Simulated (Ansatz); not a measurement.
We consider 1T (CdI2-type) SnSe2, described by r²SCAN+rVV10 (plane waves, PAW; Ansatz, an electronic-structure program).

Input file:

Ansatz 0.2 input:
```yaml
crystal:
  lattice:
    - [1.8868963451, -3.2682003383, 0.0]
    - [1.8868963451, 3.2682003383, 0.0]
    - [0.0, 0.0, 6.1485918082]
  atoms:
    - { symbol: Sn, position: [0.0, 0.0, 0.0] }
    - { symbol: Se, position: [0.3333333333, 0.6666666667, 0.2528840841] }
    - { symbol: Se, position: [0.6666666667, 0.3333333333, 0.7471159159] }
basis:
  ecutwfc: 560
  ecutrho_ratio: 4
  xc_grid: 3
kpoints:
  mp_grid: { grid: [12, 12, 6] }
hamiltonian:
  xc: r2scan
  dispersion: rvv10
  pseudopotentials: { kind: paw }
scf:
  occupations: { method: fermi_dirac, width: 0.01 }
output:
  forces: true
  stress: true
  eigenvalues: true
relax:
  f_tol: 0.004
  escape_saddle: false
  max_steps: 80
  cell: { stress_tol: 0.02, fix: [volume] }
```

From the output:

```
Relaxation: its limit of steps is 80 (relax.max_steps)
Crystal: 3 atoms, lattice volume = 75.834 Å³
Basis set: ecut = 560 eV, 2297 PW (Γ), exchange–correlation on 90×90×144 points (27 copies of the dense FFT grid, shifted against one another)
Bands: 28, of which v1, the nominal top of the filled ones, is band 23 counted from 1 (22 counted from 0)
Symmetry: 12 space group operations
Space group: P-3m1 (ITA 164), of the structure as read, at distance tolerance 4.2e-5 Å
k-points: 100 of 864
Functional: x = r2scan, c = r2scan + rvv10(b = 11.95, C = 0.0093); τ floored in thin density (d = 2e-4 eV/Å³)
SCF iter   1: F=—  HF=-16991.595636 eV  |F-HF|=—  |Δ(HF+E_count)|=         —  Δρ=6.13e-3  dr2=4.67e-2  dr2_τ=7.79e-3
SCF iter   2: F=—  HF=-16991.617696 eV  |F-HF|=—  |Δ(HF+E_count)|=   2.21e-2  Δρ=2.99e-3  dr2=5.01e-3  dr2_τ=1.83e-4
  ...
SCF 1 converged in 6 iterations: F = -16991.618110 eV  dr2 = 2.14e-8
Crystal: 3 atoms, lattice volume = 75.834 Å³
Basis set: ecut = 560 eV, 2321 PW (Γ), exchange–correlation on 90×90×144 points (27 copies of the dense FFT grid, shifted against one another)
Initial density: handed on by an earlier stage of this run
SCF 2 converged in 7 iterations: F = -16991.561433 eV  dr2 = 2.64e-8
Crystal: 3 atoms, lattice volume = 75.834 Å³
SCF 3 converged in 10 iterations: F = -16991.636271 eV  dr2 = 7.24e-13
Crystal: 3 atoms, lattice volume = 75.834 Å³
SCF 4 converged in 4 iterations: F = -16991.636437 eV  dr2 = 5.07e-8
Crystal: 3 atoms, lattice volume = 75.834 Å³
SCF iter   5: F=—  HF=-16991.636439 eV  |F-HF|=—  |Δ(HF+E_count)|=   3.54e-9  Δρ=1.58e-7  dr2=7.83e-12  dr2_τ=6.22e-12
SCF iter   6: F=-16991.636439 eV  HF=-16991.636439 eV  |F-HF|=7.28e-12  |Δ(HF+E_count)|=  9.09e-11  Δρ=4.09e-8  dr2=6.99e-13  dr2_τ=2.34e-13
SCF 5 converged in 6 iterations: F = -16991.636439 eV  dr2 = 6.99e-13
SCF converged after 6 iterations
Free energy (F): -16991.636439 eV
Internal energy: -16991.636439 eV  (E = F + TS)
E sigma→0 (E₀):  -16991.636439 eV
Fermi energy:    8.594205 eV
--- Forces (eV/Å), atoms counted from 1 ---
  atom   1  Sn    -0.00000000     0.00000000     0.00000000
  atom   2  Se    -0.00000000    -0.00000000    -0.00260541
  atom   3  Se     0.00000000     0.00000000     0.00260541
--- Stress (GPa, compression-positive) ---
        1.265434      -0.000000       0.000000
       -0.000000       1.265434       0.000000
        0.000000       0.000000       1.245843
  P = ⅓ Tr σ = 1.2589 GPa (12.589 kbar)
```

The cell is one volume of an energy–volume scan, off the minimum.

The PAW data were made under PBE.
